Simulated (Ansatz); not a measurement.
# NaSiH₂ radical (SMILES [Na][SiH2]): functionals against CCSD(T) at one geometry

An exercise on one series of results from a longer session: the logs are not shown, and one member is left open.

Computed with Ansatz 0.2.0, Gaussian basis. Level: single points in def2-TZVPP.

Correlated methods freeze the cores. The outer core shell of Li, Na, Mg and K is correlated. Orbitals are unrestricted. B3LYP uses VWN-RPA correlation.

## The system as given

SMILES `[Na][SiH2]`, 4 atoms, charge 0, spin multiplicity 2.

Atoms are counted from 1 here; the program's logs count them from 0.

Bond lengths: Na1–Si2 2.799 Å, Si2–H3 1.505 Å, Si2–H4 1.364 Å. Angles: Na1–Si2–H3 119.6°, Na1–Si2–H4 125.1°, H3–Si2–H4 96.5°.

As a file:

```xyz
4
H2NaSi
Na   -2.3422    0.8514   -0.3827
Si    0.3383    0.0838   -0.1360
H     0.7164   -1.3620   -0.3182
H     1.1217    0.3119    0.9566
```

Set-up of the first run:

run/in.yaml

```yaml
crystal:
  periodic: [false, false, false]
  atoms:
    - {symbol: Na, position_ang: [-2.342200, 0.851400, -0.382700]}
    - {symbol: Si, position_ang: [0.338300, 0.083800, -0.136000]}
    - {symbol: H, position_ang: [0.716400, -1.362000, -0.318200]}
    - {symbol: H, position_ang: [1.121700, 0.311900, 0.956600]}
basis:
  gaussian: {orbitals: def2-TZVPP}
magnetization: {spin_polarized: true, initial_magnetization: 1}
correlation: {method: ccsd_t}
scf: {omitted_lower_state_checks: [cluster_reference]}
output: {forces: true}
```

The command line of these runs was not kept.

Among the steps run: CCSD(T)/def2-TZVPP; PBE0-D4/def2-TZVPP; wB97M-V/def2-TZVPP; r2SCAN-D4/def2-TZVPP; PBE-D4/def2-TZVPP; B97M-V/def2-TZVPP; B3LYP-D4/def2-TZVPP.

One table of the session follows, with a row left open; its other results are not shown here.

| method | RMS force component (eV/Å) | angle to CCSD(T) forces (°) | dipole (D) |
| --- | --- | --- | --- |
| CCSD(T) | 1.294 | reference | 8.24 |
| PBE0-D4 | ? | ? | ? |
| wB97M-V | 1.258 | 1.5 | 7.92 |
| r2SCAN-D4 | 1.302 | 1.1 | 7.88 |
| PBE-D4 | 1.361 | 3.8 | 6.92 |
| B97M-V | 1.280 | 3.1 | 7.23 |
| B3LYP-D4 | 1.269 | 1.8 | 7.12 |

Q: Estimate the row for PBE0-D4 from the others.

As computed: RMS force component (eV/Å): 1.318; angle to CCSD(T) forces (°): 1.1; dipole (D): 7.61. In the column «RMS force component (eV/Å)» it lies between r2SCAN-D4 (1.302) and PBE-D4 (1.361).
